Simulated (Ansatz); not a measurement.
This geometry of C₂H₄F₂ (8 atoms, charge 0, multiplicity 1) is a first-order saddle point.

Level of theory: Ansatz, RKS PBE0-D4/def2-SVP.

```xyz
8
Properties=species:S:1:pos:R:3
C -0.003 0.783 0.016
C -0.049 -0.731 -0.035
F 0.483 -1.262 1.092
F 0.678 -1.194 -1.079
H 0.610 1.158 -0.814
H 0.451 1.104 0.963
H -1.006 1.222 -0.061
H -1.071 -1.138 -0.140
```

Which two structures does it join? (They come from a converged band through this point; their orientation in space is the band's.)

No bond is made or broken. The dihedral H7–C1–C2–F3 goes from 179 to -60°. The two ends are copies of one structure, up to a mirror image or an exchange of like atoms.

First end point:

```xyz
8
Properties=species:S:1:pos:R:3
C 0.002 0.774 0.024
C -0.047 -0.724 -0.010
F 0.926 -1.241 0.777
F 0.169 -1.170 -1.271
H 0.987 1.111 -0.327
H -0.158 1.137 1.049
H -0.775 1.194 -0.629
H -1.013 -1.139 0.332
```

Last end point:

```xyz
8
Properties=species:S:1:pos:R:3
C 0.002 0.775 0.010
C -0.044 -0.723 -0.055
F 0.041 -1.248 1.191
F 1.006 -1.192 -0.768
H -0.053 1.201 -1.000
H 0.946 1.086 0.481
H -0.838 1.156 0.606
H -0.968 -1.112 -0.521
```

How far does it lie above each of them?

0.153 eV above the first and 0.153 eV above the second. This is the barrier of this one path; another mechanism may lie lower.

The run took 2 min on 1 thread of Arm Neoverse V1, with other jobs on the host, peak memory 0.14 GiB.
